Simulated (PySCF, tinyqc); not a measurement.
Worked calculation: RHF in the sto-3g basis, for H2F+, spin multiplicity 1. The lowest restricted solution is unstable here: a spin-polarised one lies 0.0010 hartree lower (PySCF). Computed by tinyqc, a small Python program that keeps every step (integrals from PySCF). Settings: charge = 1, multiplicity = 1, basis = sto-3g, energy threshold = 1e-10, iteration cap = 64, orthogonalisation = symmetric, start = highest core orbitals, DIIS depth = 0, method = RHF. Command: `OMP_NUM_THREADS=1 python tinyqc.py 21032 21033 out.jsonl` (the two numbers bound the seeds that draw the settings). One thread of a shared host (Intel(R) Xeon(R) Processor @ 2.60GHz), about 0.1 s of CPU time with the checks. Later iterations appear only in the table of the cycle.

## One-electron integrals

Geometry (angstrom):
```
atom,x,y,z
F,0.0000,0.0000,0.0000
H,0.0000,1.1180,0.8060
H,0.0000,-1.1180,0.8060
```

Basis sto-3g: exponents (1/bohr^2) and contraction coefficients of normalised primitives:
```
element,l (shell),exponent,coefficient
F,s (1),166.6791,0.1543
F,s (1),30.3608,0.5353
F,s (1),8.2168,0.4446
F,s (2),6.4648,-0.1000
F,s (2),1.5023,0.3995
F,s (2),0.4886,0.7001
F,p (3),6.4648,0.1559
F,p (3),1.5023,0.6077
F,p (3),0.4886,0.3920
H,s (1),3.4253,0.1543
H,s (1),0.6239,0.5353
H,s (1),0.1689,0.4446
```

Overlap, kinetic and nuclear-attraction integrals over the contracted functions; the nuclear repulsion is the sum of Za Zb / Rab.

nuclear repulsion = 7.147762 hartree

overlap S:
```
,1F 1s,1F 2s,1F 2px,1F 2py,1F 2pz,2H 1s,3H 1s
1F 1s,1.0000,0.2380,0.0000,0.0000,0.0000,0.0167,0.0167
1F 2s,0.2380,1.0000,0.0000,0.0000,0.0000,0.2055,0.2055
1F 2px,0.0000,0.0000,1.0000,0.0000,0.0000,0.0000,0.0000
1F 2py,0.0000,0.0000,0.0000,1.0000,0.0000,0.1516,-0.1516
1F 2pz,0.0000,0.0000,0.0000,0.0000,1.0000,0.1093,0.1093
2H 1s,0.0167,0.2055,0.0000,0.1516,0.1093,1.0000,0.0799
3H 1s,0.0167,0.2055,0.0000,-0.1516,0.1093,0.0799,1.0000
```

kinetic energy T (hartree):
```
,1F 1s,1F 2s,1F 2px,1F 2py,1F 2pz,2H 1s,3H 1s
1F 1s,36.9846,-0.2129,0.0000,0.0000,0.0000,-0.0054,-0.0054
1F 2s,-0.2129,1.0380,0.0000,0.0000,0.0000,-0.0051,-0.0051
1F 2px,0.0000,0.0000,3.2480,0.0000,0.0000,0.0000,0.0000
1F 2py,0.0000,0.0000,0.0000,3.2480,0.0000,0.0345,-0.0345
1F 2pz,0.0000,0.0000,0.0000,0.0000,3.2480,0.0249,0.0249
2H 1s,-0.0054,-0.0051,0.0000,0.0345,0.0249,0.7600,-0.0115
3H 1s,-0.0054,-0.0051,0.0000,-0.0345,0.0249,-0.0115,0.7600
```

nuclear attraction V (hartree):
```
,1F 1s,1F 2s,1F 2px,1F 2py,1F 2pz,2H 1s,3H 1s
1F 1s,-77.7775,-9.3596,0.0000,0.0000,-0.0078,-0.6730,-0.6730
1F 2s,-9.3596,-12.3090,0.0000,0.0000,-0.0974,-1.7581,-1.7581
1F 2px,0.0000,0.0000,-12.1905,0.0000,0.0000,0.0000,0.0000
1F 2py,0.0000,0.0000,0.0000,-12.2418,0.0000,-1.0873,1.0873
1F 2pz,-0.0078,-0.0974,0.0000,0.0000,-12.2172,-0.8000,-0.8000
2H 1s,-0.6730,-1.7581,0.0000,-1.0873,-0.8000,-4.8954,-0.4493
3H 1s,-0.6730,-1.7581,0.0000,1.0873,-0.8000,-0.4493,-4.8954
```

core Hamiltonian H = T + V (hartree):
```
,1F 1s,1F 2s,1F 2px,1F 2py,1F 2pz,2H 1s,3H 1s
1F 1s,-40.7929,-9.5724,0.0000,0.0000,-0.0078,-0.6784,-0.6784
1F 2s,-9.5724,-11.2710,0.0000,0.0000,-0.0974,-1.7632,-1.7632
1F 2px,0.0000,0.0000,-8.9425,0.0000,0.0000,0.0000,0.0000
1F 2py,0.0000,0.0000,0.0000,-8.9938,0.0000,-1.0528,1.0528
1F 2pz,-0.0078,-0.0974,0.0000,0.0000,-8.9692,-0.7751,-0.7751
2H 1s,-0.6784,-1.7632,0.0000,-1.0528,-0.7751,-4.1354,-0.4608
3H 1s,-0.6784,-1.7632,0.0000,1.0528,-0.7751,-0.4608,-4.1354
```

## Two-electron integrals

Functions are numbered as in S; the eight-fold symmetry (ij|kl) = (ji|kl) = (kl|ij) leaves the list below.

Two-electron integrals (ij|kl) in chemists' order, unique and non-zero (hartree):
```
i,j,k,l,(ij|kl)
1,1,1,1,5.4035
2,1,1,1,0.8419
2,1,2,1,0.1563
2,2,1,1,1.2680
2,2,2,1,0.2923
2,2,2,2,0.9262
3,1,3,1,0.0280
3,2,3,1,0.0432
3,2,3,2,0.2046
3,3,1,1,1.2645
3,3,2,1,0.2924
3,3,2,2,0.9260
3,3,3,3,0.9975
4,1,4,1,0.0280
4,2,4,1,0.0432
4,2,4,2,0.2046
4,3,4,3,0.0538
4,4,1,1,1.2645
4,4,2,1,0.2924
4,4,2,2,0.9260
4,4,3,3,0.8900
4,4,4,4,0.9975
5,1,5,1,0.0280
5,2,5,1,0.0432
5,2,5,2,0.2046
5,3,5,3,0.0538
5,4,5,4,0.0538
5,5,1,1,1.2645
5,5,2,1,0.2924
5,5,2,2,0.9260
5,5,3,3,0.8900
5,5,4,4,0.8900
5,5,5,5,0.9975
6,1,1,1,0.0598
6,1,2,1,0.0110
6,1,2,2,0.0205
6,1,3,3,0.0205
6,1,4,1,3.40e-04
6,1,4,2,0.0006
6,1,4,4,0.0206
6,1,5,1,2.45e-04
6,1,5,2,4.65e-04
6,1,5,4,4.13e-05
6,1,5,5,0.0205
6,1,6,1,0.0008
6,2,1,1,0.1729
6,2,2,1,0.0405
6,2,2,2,0.1459
6,2,3,3,0.1438
6,2,4,1,0.0022
6,2,4,2,0.0182
6,2,4,4,0.1480
6,2,5,1,0.0016
6,2,5,2,0.0131
6,2,5,4,0.0030
6,2,5,5,0.1459
6,2,6,1,0.0029
6,2,6,2,0.0300
6,3,3,1,0.0040
6,3,3,2,0.0246
6,3,4,3,0.0037
6,3,5,3,0.0027
6,3,6,3,0.0042
6,4,1,1,0.1029
6,4,2,1,0.0244
6,4,2,2,0.0942
6,4,3,3,0.0905
6,4,4,1,0.0051
6,4,4,2,0.0354
6,4,4,4,0.1004
6,4,5,1,0.0008
6,4,5,2,0.0078
6,4,5,4,0.0045
6,4,5,5,0.0918
6,4,6,1,0.0018
6,4,6,2,0.0239
6,4,6,4,0.0231
6,5,1,1,0.0742
6,5,2,1,0.0176
6,5,2,2,0.0679
6,5,3,3,0.0652
6,5,4,1,0.0008
6,5,4,2,0.0078
6,5,4,4,0.0671
6,5,5,1,0.0046
6,5,5,2,0.0302
6,5,5,4,0.0050
6,5,5,5,0.0715
6,5,6,1,0.0013
6,5,6,2,0.0172
6,5,6,4,0.0137
6,5,6,5,0.0140
6,6,1,1,0.3813
6,6,2,1,0.0907
6,6,2,2,0.3778
6,6,3,3,0.3675
6,6,4,1,0.0051
6,6,4,2,0.0615
6,6,4,4,0.3877
6,6,5,1,0.0037
6,6,5,2,0.0443
6,6,5,4,0.0146
6,6,5,5,0.3780
6,6,6,1,0.0065
6,6,6,2,0.1070
6,6,6,4,0.1002
6,6,6,5,0.0722
6,6,6,6,0.7746
7,1,1,1,0.0598
7,1,2,1,0.0110
7,1,2,2,0.0205
7,1,3,3,0.0205
7,1,4,1,-3.40e-04
7,1,4,2,-0.0006
7,1,4,4,0.0206
7,1,5,1,2.45e-04
7,1,5,2,4.65e-04
7,1,5,4,-4.13e-05
7,1,5,5,0.0205
7,1,6,1,0.0008
7,1,6,2,0.0028
7,1,6,4,0.0016
7,1,6,5,0.0013
7,1,6,6,0.0063
7,1,7,1,0.0008
7,2,1,1,0.1729
7,2,2,1,0.0405
7,2,2,2,0.1459
7,2,3,3,0.1438
7,2,4,1,-0.0022
7,2,4,2,-0.0182
7,2,4,4,0.1480
7,2,5,1,0.0016
7,2,5,2,0.0131
7,2,5,4,-0.0030
7,2,5,5,0.1459
7,2,6,1,0.0028
7,2,6,2,0.0238
7,2,6,4,0.0133
7,2,6,5,0.0132
7,2,6,6,0.0677
7,2,7,1,0.0029
7,2,7,2,0.0300
7,3,3,1,0.0040
7,3,3,2,0.0246
7,3,4,3,-0.0037
7,3,5,3,0.0027
7,3,6,3,0.0032
7,3,7,3,0.0042
7,4,1,1,-0.1029
7,4,2,1,-0.0244
7,4,2,2,-0.0942
7,4,3,3,-0.0905
7,4,4,1,0.0051
7,4,4,2,0.0354
7,4,4,4,-0.1004
7,4,5,1,-0.0008
7,4,5,2,-0.0078
7,4,5,4,0.0045
7,4,5,5,-0.0918
7,4,6,1,-0.0016
7,4,6,2,-0.0133
7,4,6,4,-0.0045
7,4,6,5,-0.0073
7,4,6,6,-0.0367
7,4,7,1,-0.0018
7,4,7,2,-0.0239
7,4,7,4,0.0231
7,5,1,1,0.0742
7,5,2,1,0.0176
7,5,2,2,0.0679
7,5,3,3,0.0652
7,5,4,1,-0.0008
7,5,4,2,-0.0078
7,5,4,4,0.0671
7,5,5,1,0.0046
7,5,5,2,0.0302
7,5,5,4,-0.0050
7,5,5,5,0.0715
7,5,6,1,0.0013
7,5,6,2,0.0132
7,5,6,4,0.0073
7,5,6,5,0.0105
7,5,6,6,0.0413
7,5,7,1,0.0013
7,5,7,2,0.0172
7,5,7,4,-0.0137
7,5,7,5,0.0140
7,6,1,1,0.0408
7,6,2,1,0.0097
7,6,2,2,0.0387
7,6,3,3,0.0379
7,6,4,4,0.0386
7,6,5,1,0.0006
7,6,5,2,0.0060
7,6,5,5,0.0395
7,6,6,1,0.0007
7,6,6,2,0.0083
7,6,6,4,0.0059
7,6,6,5,0.0055
7,6,6,6,0.0352
7,6,7,1,0.0007
7,6,7,2,0.0083
7,6,7,4,-0.0059
7,6,7,5,0.0055
7,6,7,6,0.0032
7,7,1,1,0.3813
7,7,2,1,0.0907
7,7,2,2,0.3778
7,7,3,3,0.3675
7,7,4,1,-0.0051
7,7,4,2,-0.0615
7,7,4,4,0.3877
7,7,5,1,0.0037
7,7,5,2,0.0443
7,7,5,4,-0.0146
7,7,5,5,0.3780
7,7,6,1,0.0063
7,7,6,2,0.0677
7,7,6,4,0.0367
7,7,6,5,0.0413
7,7,6,6,0.2363
7,7,7,1,0.0065
7,7,7,2,0.1070
7,7,7,4,-0.1002
7,7,7,5,0.0722
7,7,7,6,0.0352
7,7,7,7,0.7746
```

## Orthogonalisation

S = U s U^T; symmetric (Loewdin) form X = U s^(-1/2) U^T, so that X^T S X = 1.

eigenvalues of S: 0.6397  0.7420  0.9091  1.0000  1.0947  1.1781  1.4364

X:
```
,1F 1s,1F 2s,1F 2px,1F 2py,1F 2pz,2H 1s,3H 1s
1F 1s,1.0227,-0.1275,0.0000,0.0000,-0.0021,0.0107,0.0107
1F 2s,-0.1275,1.0560,0.0000,0.0000,0.0175,-0.1060,-0.1060
1F 2px,0.0000,0.0000,1.0000,0.0000,0.0000,0.0000,0.0000
1F 2py,0.0000,0.0000,0.0000,1.0192,0.0000,-0.0833,0.0833
1F 2pz,-0.0021,0.0175,0.0000,0.0000,1.0091,-0.0551,-0.0551
2H 1s,0.0107,-0.1060,0.0000,-0.0833,-0.0551,1.0322,-0.0308
3H 1s,0.0107,-0.1060,0.0000,0.0833,-0.0551,-0.0308,1.0322
```

## Starting guess

The start is the highest orbitals of the core Hamiltonian (a deliberately bad start); D = 2 C_occ C_occ^T.

D at the start:
```
,1F 1s,1F 2s,1F 2px,1F 2py,1F 2pz,2H 1s,3H 1s
1F 1s,0.0055,-0.0286,0.0000,0.0000,0.0837,0.0354,0.0354
1F 2s,-0.0286,0.1644,0.0000,0.0000,-0.3322,-0.2960,-0.2960
1F 2px,0.0000,0.0000,2.0000,0.0000,0.0000,0.0000,0.0000
1F 2py,0.0000,0.0000,0.0000,2.1051,0.0000,-0.3468,0.3468
1F 2pz,0.0837,-0.3322,0.0000,0.0000,1.9636,-0.1965,-0.1965
2H 1s,0.0354,-0.2960,0.0000,-0.3468,-0.1965,2.1658,-0.1221
3H 1s,0.0354,-0.2960,0.0000,0.3468,-0.1965,-0.1221,2.1658
```

## Iteration 1: building the Fock matrix

J_ij = sum D_kl (ij|kl), K_ij = sum D_kl (ik|jl); F = H + J - 0.5 K; E = tr D H + tr D J / 2 - 0.25 tr D K + E_nn.

Coulomb J (hartree):
```
,1F 1s,1F 2s,1F 2px,1F 2py,1F 2pz,2H 1s,3H 1s
1F 1s,9.1081,2.1147,0.0000,0.0000,-0.0146,0.1483,0.1483
1F 2s,2.1147,7.0351,0.0000,0.0000,0.0118,1.2069,1.2069
1F 2px,0.0000,0.0000,6.9972,0.0000,0.0000,0.0000,0.0000
1F 2py,0.0000,0.0000,0.0000,7.0757,0.0000,0.8281,-0.8281
1F 2pz,-0.0146,0.0118,0.0000,0.0000,7.0291,0.6057,0.6057
2H 1s,0.1483,1.2069,0.0000,0.8281,0.6057,4.2626,0.3663
3H 1s,0.1483,1.2069,0.0000,-0.8281,0.6057,0.3663,4.2626
```

exchange K (hartree):
```
,1F 1s,1F 2s,1F 2px,1F 2py,1F 2pz,2H 1s,3H 1s
1F 1s,0.1751,0.2600,0.0000,0.0000,-0.0139,0.0244,0.0244
1F 2s,0.2600,1.2994,0.0000,0.0000,-0.3996,0.2440,0.2440
1F 2px,0.0000,0.0000,2.2267,0.0000,0.0000,0.0000,0.0000
1F 2py,0.0000,0.0000,0.0000,2.2616,0.0000,0.2801,-0.2801
1F 2pz,-0.0139,-0.3996,0.0000,0.0000,2.1707,0.1457,0.1457
2H 1s,0.0244,0.2440,0.0000,0.2801,0.1457,1.5905,0.0945
3H 1s,0.0244,0.2440,0.0000,-0.2801,0.1457,0.0945,1.5905
```

Fock matrix F (hartree):
```
,1F 1s,1F 2s,1F 2px,1F 2py,1F 2pz,2H 1s,3H 1s
1F 1s,-31.7724,-7.5877,0.0000,0.0000,-0.0155,-0.5423,-0.5423
1F 2s,-7.5877,-4.8856,0.0000,0.0000,0.1142,-0.6783,-0.6783
1F 2px,0.0000,0.0000,-3.0587,0.0000,0.0000,0.0000,0.0000
1F 2py,0.0000,0.0000,0.0000,-3.0489,0.0000,-0.3647,0.3647
1F 2pz,-0.0155,0.1142,0.0000,0.0000,-3.0255,-0.2423,-0.2423
2H 1s,-0.5423,-0.6783,0.0000,-0.3647,-0.2423,-0.6680,-0.1418
3H 1s,-0.5423,-0.6783,0.0000,0.3647,-0.2423,-0.1418,-0.6680
```

total energy of this density = -37.937867 hartree

## Iteration 1: diagonalisation and new density

Diagonalise F' = X^T F X, C = X C', fill 5 alpha and 5 beta electrons from the bottom; D = 2 C_occ C_occ^T. Each column has its largest component positive (the first on a tie).

F' = X^T F X (hartree):
```
,1,2,3,4,5,6,7
1,-31.3532,-3.4312,0.0000,0.0000,-0.0359,-0.0534,-0.0534
2,-3.4312,-3.6603,0.0000,0.0000,0.1215,-0.1852,-0.1852
3,0.0000,0.0000,-3.0587,0.0000,0.0000,0.0000,0.0000
4,0.0000,0.0000,0.0000,-3.0504,0.0000,-0.0948,0.0948
5,-0.0359,0.1215,0.0000,0.0000,-3.0263,-0.0571,-0.0571
6,-0.0534,-0.1852,0.0000,-0.0948,-0.0571,-0.5500,-0.0421
7,-0.0534,-0.1852,0.0000,0.0948,-0.0571,-0.0421,-0.5500
```

orbital energies (hartree): MO1 -31.7724, MO2 -3.3131, MO3 -3.0587, MO4 -3.0574, MO5 -2.9816, MO6 -0.5648, MO7 -0.5008

coefficients C:
```
,MO1,MO2,MO3,MO4,MO5,MO6,MO7
1F 1s,0.9998,-0.2289,0.0000,0.0000,-0.0960,0.0355,0.0000
1F 2s,0.0009,0.9627,0.0000,0.0000,0.4056,-0.2508,0.0000
1F 2px,0.0000,0.0000,1.0000,0.0000,0.0000,0.0000,0.0000
1F 2py,0.0000,0.0000,0.0000,1.0116,0.0000,0.0000,-0.1711
1F 2pz,0.0005,-0.3737,0.0000,0.0000,0.9334,-0.1170,0.0000
2H 1s,0.0001,-0.0250,0.0000,-0.0437,-0.0410,0.7166,0.7550
3H 1s,0.0001,-0.0250,0.0000,0.0437,-0.0410,0.7166,-0.7550
```

D after iteration 1:
```
,1F 1s,1F 2s,1F 2px,1F 2py,1F 2pz,2H 1s,3H 1s
1F 1s,2.1224,-0.5168,0.0000,0.0000,-0.0071,0.0196,0.0196
1F 2s,-0.5168,2.1827,0.0000,0.0000,0.0376,-0.0814,-0.0814
1F 2px,0.0000,0.0000,2.0000,0.0000,0.0000,0.0000,0.0000
1F 2py,0.0000,0.0000,0.0000,2.0465,0.0000,-0.0883,0.0883
1F 2pz,-0.0071,0.0376,0.0000,0.0000,2.0219,-0.0577,-0.0577
2H 1s,0.0196,-0.0814,0.0000,-0.0883,-0.0577,0.0084,0.0008
3H 1s,0.0196,-0.0814,0.0000,0.0883,-0.0577,0.0008,0.0084
```

## Iteration 2: building the Fock matrix

As before.

Coulomb J (hartree):
```
,1F 1s,1F 2s,1F 2px,1F 2py,1F 2pz,2H 1s,3H 1s
1F 1s,20.9405,4.0144,0.0000,0.0000,0.0011,0.2833,0.2833
1F 2s,4.0144,9.9412,0.0000,0.0000,0.0016,1.5129,1.5129
1F 2px,0.0000,0.0000,9.9324,0.0000,0.0000,0.0000,0.0000
1F 2py,0.0000,0.0000,0.0000,9.9324,0.0000,0.9594,-0.9594
1F 2pz,0.0011,0.0016,0.0000,0.0000,9.9323,0.6916,0.6916
2H 1s,0.2833,1.5129,0.0000,0.9594,0.6916,3.7797,0.3908
3H 1s,0.2833,1.5129,0.0000,-0.9594,0.6916,0.3908,3.7797
```

exchange K (hartree):
```
,1F 1s,1F 2s,1F 2px,1F 2py,1F 2pz,2H 1s,3H 1s
1F 1s,11.1099,1.9473,0.0000,0.0000,0.0004,0.1470,0.1470
1F 2s,1.9473,3.2393,0.0000,0.0000,0.0058,0.4499,0.4499
1F 2px,0.0000,0.0000,2.6656,0.0000,0.0000,0.0000,0.0000
1F 2py,0.0000,0.0000,0.0000,2.6718,0.0000,0.2229,-0.2229
1F 2pz,0.0004,0.0058,0.0000,0.0000,2.6683,0.1605,0.1605
2H 1s,0.1470,0.4499,0.0000,0.2229,0.1605,0.1120,0.0587
3H 1s,0.1470,0.4499,0.0000,-0.2229,0.1605,0.0587,0.1120
```

Fock matrix F (hartree):
```
,1F 1s,1F 2s,1F 2px,1F 2py,1F 2pz,2H 1s,3H 1s
1F 1s,-25.4074,-6.5317,0.0000,0.0000,-0.0069,-0.4686,-0.4686
1F 2s,-6.5317,-2.9495,0.0000,0.0000,-0.0987,-0.4752,-0.4752
1F 2px,0.0000,0.0000,-0.3429,0.0000,0.0000,0.0000,0.0000
1F 2py,0.0000,0.0000,0.0000,-0.3973,0.0000,-0.2048,0.2048
1F 2pz,-0.0069,-0.0987,0.0000,0.0000,-0.3710,-0.1638,-0.1638
2H 1s,-0.4686,-0.4752,0.0000,-0.2048,-0.1638,-0.4117,-0.0993
3H 1s,-0.4686,-0.4752,0.0000,0.2048,-0.1638,-0.0993,-0.4117
```

total energy of this density = -98.032062 hartree

## Iteration 2: diagonalisation and new density

As before.

F' = X^T F X (hartree):
```
,1,2,3,4,5,6,7
1,-24.9376,-3.3699,0.0000,0.0000,-0.0081,-0.0234,-0.0234
2,-3.3699,-1.7699,0.0000,0.0000,-0.0635,-0.1938,-0.1938
3,0.0000,0.0000,-0.3429,0.0000,0.0000,0.0000,0.0000
4,0.0000,0.0000,0.0000,-0.3475,0.0000,-0.1634,0.1634
5,-0.0081,-0.0635,0.0000,0.0000,-0.3468,-0.1161,-0.1161
6,-0.0234,-0.1938,0.0000,-0.1634,-0.1161,-0.3138,-0.0278
7,-0.0234,-0.1938,0.0000,0.1634,-0.1161,-0.0278,-0.3138
```

orbital energies (hartree): MO1 -25.4180, MO2 -1.3698, MO3 -0.5498, MO4 -0.4502, MO5 -0.3429, MO6 -0.1580, MO7 -0.0836

coefficients C:
```
,MO1,MO2,MO3,MO4,MO5,MO6,MO7
1F 1s,0.9945,-0.2565,0.0000,0.0703,0.0000,-0.0511,0.0000
1F 2s,0.0224,0.9820,0.0000,-0.3304,0.0000,0.2832,0.0000
1F 2px,0.0000,0.0000,0.0000,0.0000,1.0000,0.0000,0.0000
1F 2py,0.0000,0.0000,0.6891,0.0000,0.0000,0.0000,0.7601
1F 2pz,0.0009,0.0976,0.0000,0.7350,0.0000,0.6892,0.0000
2H 1s,-0.0024,0.0798,0.4326,0.3940,0.0000,-0.5951,-0.6204
3H 1s,-0.0024,0.0798,-0.4326,0.3940,0.0000,-0.5951,0.6204
```

D after iteration 2:
```
,1F 1s,1F 2s,1F 2px,1F 2py,1F 2pz,2H 1s,3H 1s
1F 1s,2.1197,-0.5057,0.0000,0.0000,0.0550,0.0096,0.0096
1F 2s,-0.5057,2.1480,0.0000,0.0000,-0.2940,-0.1037,-0.1037
1F 2px,0.0000,0.0000,2.0000,0.0000,0.0000,0.0000,0.0000
1F 2py,0.0000,0.0000,0.0000,0.9498,0.0000,0.5962,-0.5962
1F 2pz,0.0550,-0.2940,0.0000,0.0000,1.0994,0.5948,0.5948
2H 1s,0.0096,-0.1037,0.0000,0.5962,0.5948,0.6976,-0.0510
3H 1s,0.0096,-0.1037,0.0000,-0.5962,0.5948,-0.0510,0.6976
```

## Iteration 21 (converged): orbitals

converged F (hartree):
```
,1F 1s,1F 2s,1F 2px,1F 2py,1F 2pz,2H 1s,3H 1s
1F 1s,-26.4516,-6.7474,0.0000,0.0000,-0.0152,-0.4841,-0.4841
1F 2s,-6.7474,-3.4597,0.0000,0.0000,-0.0471,-0.5834,-0.5834
1F 2px,0.0000,0.0000,-0.9056,0.0000,0.0000,0.0000,0.0000
1F 2py,0.0000,0.0000,0.0000,-0.7460,0.0000,-0.3368,0.3368
1F 2pz,-0.0152,-0.0471,0.0000,0.0000,-0.7987,-0.2726,-0.2726
2H 1s,-0.4841,-0.5834,0.0000,-0.3368,-0.2726,-0.5226,-0.1112
3H 1s,-0.4841,-0.5834,0.0000,0.3368,-0.2726,-0.1112,-0.5226
```

As before.

F' = X^T F X (hartree):
```
,1,2,3,4,5,6,7
1,-25.9819,-3.4036,0.0000,0.0000,-0.0250,-0.0201,-0.0201
2,-3.4036,-2.2504,0.0000,0.0000,0.0111,-0.2483,-0.2483
3,0.0000,0.0000,-0.9056,0.0000,0.0000,0.0000,0.0000
4,0.0000,0.0000,0.0000,-0.6662,0.0000,-0.2699,0.2699
5,-0.0250,0.0111,0.0000,0.0000,-0.7567,-0.2040,-0.2040
6,-0.0201,-0.2483,0.0000,-0.2699,-0.2040,-0.3818,-0.0258
7,-0.0201,-0.2483,0.0000,0.2699,-0.2040,-0.0258,-0.3818
```

orbital energies (hartree): MO1 -26.4607, MO2 -1.8563, MO3 -0.9231, MO4 -0.9056, MO5 -0.8953, MO6 -0.1844, MO7 -0.0991

coefficients C:
```
,MO1,MO2,MO3,MO4,MO5,MO6,MO7
1F 1s,0.9950,-0.2577,0.0000,0.0000,0.0429,0.0639,0.0000
1F 2s,0.0204,0.9959,0.0000,0.0000,-0.2080,-0.3445,0.0000
1F 2px,0.0000,0.0000,0.0000,1.0000,0.0000,0.0000,0.0000
1F 2py,0.0000,0.0000,0.7798,0.0000,0.0000,0.0000,-0.6667
1F 2pz,0.0011,0.0490,0.0000,0.0000,0.8665,-0.5210,0.0000
2H 1s,-0.0022,0.0640,0.3506,0.0000,0.2656,0.6642,0.6701
3H 1s,-0.0022,0.0640,-0.3506,0.0000,0.2656,0.6642,-0.6701
```

D after iteration 21:
```
,1F 1s,1F 2s,1F 2px,1F 2py,1F 2pz,2H 1s,3H 1s
1F 1s,2.1167,-0.4906,0.0000,0.0000,0.0512,-0.0145,-0.0145
1F 2s,-0.4906,2.0710,0.0000,0.0000,-0.2627,0.0169,0.0169
1F 2px,0.0000,0.0000,2.0000,0.0000,0.0000,0.0000,0.0000
1F 2py,0.0000,0.0000,0.0000,1.2160,0.0000,0.5468,-0.5468
1F 2pz,0.0512,-0.2627,0.0000,0.0000,1.5064,0.4666,0.4666
2H 1s,-0.0145,0.0169,0.0000,0.5468,0.4666,0.3952,-0.0966
3H 1s,-0.0145,0.0169,0.0000,-0.5468,0.4666,-0.0966,0.3952
```

## Convergence

Stop when the energy changes by less than 1e-10 hartree and every element of the error matrix X^T (F D S - S D F) X is below 3e-06.

Course of the cycle:
```
iteration,E (hartree),change,largest element of the error matrix
1,-37.937867,-,3.10e-01
2,-98.032062,-6.01e+01,3.20e-01
3,-98.561223,-5.29e-01,2.78e-01
4,-98.665962,-1.05e-01,1.18e-01
5,-98.683334,-1.74e-02,4.78e-02
6,-98.686549,-3.22e-03,2.36e-02
7,-98.687130,-5.81e-04,9.30e-03
8,-98.687244,-1.14e-04,4.76e-03
9,-98.687269,-2.50e-05,2.07e-03
10,-98.687275,-6.39e-06,1.08e-03
11,-98.687277,-1.88e-06,5.37e-04
12,-98.687278,-6.07e-07,2.87e-04
13,-98.687278,-2.07e-07,1.60e-04
14,-98.687278,-7.29e-08,8.68e-05
15,-98.687278,-2.59e-08,5.20e-05
16,-98.687278,-9.28e-09,2.85e-05
17,-98.687278,-3.33e-09,1.79e-05
18,-98.687278,-1.20e-09,1.00e-05
19,-98.687278,-4.31e-10,6.29e-06
20,-98.687278,-1.55e-10,3.66e-06
21,-98.687278,-5.58e-11,2.24e-06
```

PySCF RHF in the same basis = -98.687278 hartree

Converged in 21 iterations.

## Populations, bond orders and dipole

Mulliken: Z minus the diagonal of D S on the atom; Loewdin: the same with S^(1/2) D S^(1/2); Mayer order: 2 sum_s sum (D(s) S)_ij (D(s) S)_ji over the two atoms.

Charges (e):
```
atom,Mulliken,Loewdin
1F,0.0491,0.0950
2H,0.4754,0.4525
3H,0.4754,0.4525
```

Mayer bond orders:
```
pair,order
2-1,0.7652
3-1,0.7652
3-2,0.0088
```

dipole moment about the origin, x y z (debye): 0.0000  0.0000  4.1083
